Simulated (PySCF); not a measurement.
TDDFT excited states: C5H8S

Species: C5H8S.
InChI=1S/C5H8S/c1-5-2-3-6-4-5/h2-3,5H,4H2,1H3/t5-/m0/s1

Theory: TDDFT wB97X-D/def2-SVPD, vertical, gas phase, core orbitals frozen in the response (PySCF 2.14.0, density-fitted response routines). The structure is a single GFN2-xTB conformer in the gas phase; no vibrational or solvent corrections.

Question: Predict the UV-vis stick spectrum at this level.

Answer: 

```
state  E (eV)  E (hartree)       f  |μ| (D)  main configurations (H = HOMO, L = LUMO)
   S1    4.93       0.1810  0.0082     0.66        H→L+1 (41%), H→L (41%), H→L+5 (9%)
   S2    5.45       0.2004   0.135     2.56                    H→L (49%), H→L+1 (42%)
   S3    5.88       0.2162  0.0061     0.52                               H→L+2 (88%)
   S4    6.42       0.2361   0.027     1.05                               H→L+3 (88%)
   S5    6.72       0.2469  0.0085     0.58                  H→L+4 (74%), H→L+5 (13%)
   S6    6.87       0.2523  0.0049     0.43      H→L+5 (57%), H→L+4 (12%), H→L+7 (9%)
   S7    7.22       0.2654   0.023     0.91                               H→L+6 (68%)
   S8    7.56       0.2777   0.011     0.61     H→L+9 (56%), H→L+7 (20%), H→L+8 (11%)
```

Triplets (Tamm–Dancoff): T1 3.78 eV, H→L (68%), H→L+1 (11%); T2 4.62 eV, H→L+1 (63%), H→L (12%), H→L+5 (11%); T3 5.86 eV, H→L+2 (86%).

The lowest singlet lies at 4.93 eV (252 nm, ultraviolet) and is weak; its leading configuration is HOMO→LUMO+1 (41%). The most intense listed level is S2 at 5.45 eV (227 nm, f = 0.135), 0.53 eV above S1. Löwdin shares by element: HOMO sulfur 47%, carbon 40% or more; LUMO carbon 48% or more, sulfur 23% (atoms not listed hold the other 29%). Of the 8 states listed, 4 reach f = 0.01 and none stays under 0.0005. Weighted by f, the mean energy of these states is 5.92 eV. Orbital energies (eV): HOMO-3 -11.76, HOMO-2 -10.91, HOMO-1 -10.70, HOMO -7.62, LUMO 1.91, LUMO+1 2.21, LUMO+2 2.35. Singlets were solved by full linear response, triplets in the Tamm–Dancoff approximation.

On an Arm Neoverse V1 with one thread (shared host), this took 31 s wall (grids of density and orbitals included) and 0.79 GiB of memory at its peak.
